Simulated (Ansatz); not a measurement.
Ansatz (a quantum-chemistry and plane-wave program) input (B3LYP-D3(BJ)/def2-TZVP):

Ansatz 0.2 input:
```yaml
crystal:
  periodic: [false, false, false]
  atoms:
    - {symbol: Be, position_ang: [-0.00000000, -0.00000000, -0.26948411]}
    - {symbol: H, position_ang: [0.00000000, 0.00000000, 1.07793645]}
basis:
  gaussian:
    orbitals: def2-TZVP
hamiltonian:
  xc: b3lyp
  dispersion: d3bj
magnetization: {spin_polarized: true, initial_magnetization: 1}
phonons: {temperatures: {t_min: 298.15, t_max: 298.15, t_step: 100}}
```

Output:

```
Functional definition: B3LYP
integrals: 0.00 GiB planned
185 factors; their error is unknown
mean field: 0.06 GiB planned
mean field evaluation 1: about -414.8942 eV, gradient 7.1e0 eV
mean field evaluation 2: about -415.2906 eV, gradient 2.8e0 eV
mean field evaluation 4: about -415.3734 eV, gradient 5.8e-2 eV
mean field evaluation 8: about -415.3694 eV, gradient 4.0e-4 eV
mean field -415.36944668 eV, -15.2645456179 hartree, gradient 5.6e-5 eV, S^2 0.751089; 0 other end points of the search recorded, 0 dependent functions left out
the calculation of the forces begins
reference -415.36963499 eV, -15.2645525383 hartree; 3, 2 occupied and 22, 23 virtual orbitals, 185 factors
these checks for a lower state are left out or cut short: stability, starts, cluster_reference, orbital_swaps, neighbouring_geometries, increment
integrals: 0.00 GiB planned
185 factors; their error is unknown
mean field: 0.06 GiB planned
mean field evaluation 16: about -415.3694 eV, gradient 1.3e-4 eV
mean field -415.36944668 eV, -15.2645456178 hartree, gradient 6.3e-7 eV, S^2 0.751089; 0 other end points of the search recorded, 0 dependent functions left out
the calculation of the forces begins
reference -415.36963499 eV, -15.2645525382 hartree; 3, 2 occupied and 22, 23 virtual orbitals, 185 factors
these checks for a lower state are left out or cut short: stability, starts, cluster_reference, orbital_swaps, neighbouring_geometries, increment
integrals: 0.00 GiB planned
185 factors; their error is unknown
mean field: 0.06 GiB planned
mean field -415.36944668 eV, -15.2645456178 hartree, gradient 6.3e-7 eV, S^2 0.751089; 0 other end points of the search recorded, 0 dependent functions left out
the calculation of the forces begins
reference -415.36963499 eV, -15.2645525382 hartree; 3, 2 occupied and 22, 23 virtual orbitals, 185 factors
these checks for a lower state are left out or cut short: stability, starts, cluster_reference, orbital_swaps, neighbouring_geometries, increment
integrals: 0.00 GiB planned
185 factors; their error is unknown
mean field: 0.06 GiB planned
mean field evaluation 32: about -415.3694 eV, gradient 1.9e-6 eV
mean field -415.36944668 eV, -15.2645456178 hartree, gradient 6.3e-7 eV, S^2 0.751089; 0 other end points of the search recorded, 0 dependent functions left out
the calculation of the forces begins
reference -415.36963499 eV, -15.2645525382 hartree; 3, 2 occupied and 22, 23 virtual orbitals, 185 factors
these checks for a lower state are left out or cut short: stability, starts, cluster_reference, orbital_swaps, neighbouring_geometries, increment
integrals: 0.00 GiB planned
185 factors; their error is unknown
mean field: 0.06 GiB planned
mean field -415.36944668 eV, -15.2645456178 hartree, gradient 6.3e-7 eV, S^2 0.751089; 0 other end points of the search recorded, 0 dependent functions left out
the calculation of the forces begins
reference -415.36963499 eV, -15.2645525382 hartree; 3, 2 occupied and 22, 23 virtual orbitals, 185 factors
these checks for a lower state are left out or cut short: stability, starts, cluster_reference, orbital_swaps, neighbouring_geometries, increment
integrals: 0.00 GiB planned
185 factors; their error is unknown
mean field: 0.06 GiB planned
mean field -415.36940523 eV, -15.2645440948 hartree, gradient 1.4e-6 eV, S^2 0.751078; 0 other end points of the search recorded, 0 dependent functions left out
the calculation of the forces begins
reference -415.36959354 eV, -15.2645510151 hartree; 3, 2 occupied and 22, 23 virtual orbitals, 185 factors
these checks for a lower state are left out or cut short: stability, starts, cluster_reference, orbital_swaps, neighbouring_geometries, increment
integrals: 0.00 GiB planned
185 factors; their error is unknown
mean field: 0.06 GiB planned
mean field -415.36940190 eV, -15.2645439725 hartree, gradient 3.0e-6 eV, S^2 0.751100; 0 other end points of the search recorded, 0 dependent functions left out
the calculation of the forces begins
reference -415.36959022 eV, -15.2645508928 hartree; 3, 2 occupied and 22, 23 virtual orbitals, 185 factors
these checks for a lower state are left out or cut short: stability, starts, cluster_reference, orbital_swaps, neighbouring_geometries, increment
integrals: 0.00 GiB planned
185 factors; their error is unknown
mean field: 0.06 GiB planned
mean field -415.36944668 eV, -15.2645456178 hartree, gradient 6.3e-7 eV, S^2 0.751089; 0 other end points of the search recorded, 0 dependent functions left out
the calculation of the forces begins
reference -415.36963499 eV, -15.2645525382 hartree; 3, 2 occupied and 22, 23 virtual orbitals, 185 factors
these checks for a lower state are left out or cut short: stability, starts, cluster_reference, orbital_swaps, neighbouring_geometries, increment
integrals: 0.00 GiB planned
185 factors; their error is unknown
mean field: 0.06 GiB planned
mean field evaluation 64: about -415.3694 eV, gradient 1.2e-5 eV
mean field -415.36944668 eV, -15.2645456178 hartree, gradient 6.3e-7 eV, S^2 0.751089; 0 other end points of the search recorded, 0 dependent functions left out
the calculation of the forces begins
reference -415.36963499 eV, -15.2645525382 hartree; 3, 2 occupied and 22, 23 virtual orbitals, 185 factors
these checks for a lower state are left out or cut short: stability, starts, cluster_reference, orbital_swaps, neighbouring_geometries, increment
integrals: 0.00 GiB planned
185 factors; their error is unknown
mean field: 0.06 GiB planned
mean field -415.36944668 eV, -15.2645456178 hartree, gradient 6.3e-7 eV, S^2 0.751089; 0 other end points of the search recorded, 0 dependent functions left out
the calculation of the forces begins
reference -415.36963499 eV, -15.2645525382 hartree; 3, 2 occupied and 22, 23 virtual orbitals, 185 factors
these checks for a lower state are left out or cut short: stability, starts, cluster_reference, orbital_swaps, neighbouring_geometries, increment
integrals: 0.00 GiB planned
185 factors; their error is unknown
mean field: 0.06 GiB planned
mean field -415.36944668 eV, -15.2645456178 hartree, gradient 6.3e-7 eV, S^2 0.751089; 0 other end points of the search recorded, 0 dependent functions left out
the calculation of the forces begins
reference -415.36963499 eV, -15.2645525382 hartree; 3, 2 occupied and 22, 23 virtual orbitals, 185 factors
these checks for a lower state are left out or cut short: stability, starts, cluster_reference, orbital_swaps, neighbouring_geometries, increment
integrals: 0.00 GiB planned
185 factors; their error is unknown
mean field: 0.06 GiB planned
mean field -415.36940190 eV, -15.2645439725 hartree, gradient 3.0e-6 eV, S^2 0.751100; 0 other end points of the search recorded, 0 dependent functions left out
the calculation of the forces begins
reference -415.36959022 eV, -15.2645508928 hartree; 3, 2 occupied and 22, 23 virtual orbitals, 185 factors
these checks for a lower state are left out or cut short: stability, starts, cluster_reference, orbital_swaps, neighbouring_geometries, increment
integrals: 0.00 GiB planned
185 factors; their error is unknown
mean field: 0.06 GiB planned
mean field evaluation 96: about -415.3694 eV, gradient 1.4e-6 eV
mean field -415.36940523 eV, -15.2645440948 hartree, gradient 1.4e-6 eV, S^2 0.751078; 0 other end points of the search recorded, 0 dependent functions left out
the calculation of the forces begins
reference -415.36959354 eV, -15.2645510151 hartree; 3, 2 occupied and 22, 23 virtual orbitals, 185 factors
Total energy: -415.38648180 eV, -15.2651716472 hartree
Atom 0 at    -0.000000    -0.000000    -0.269484 Å, force     0.000000    -0.000000    -0.000023 eV/Å
Atom 1 at     0.000000     0.000000     1.077936 Å, force    -0.000000     0.000000     0.000023 eV/Å
Dipole moment:     0.000000     0.000000    -0.053989 e Å
Vibrations: 2034.26 cm⁻¹, zero-point energy 0.126108 eV
```
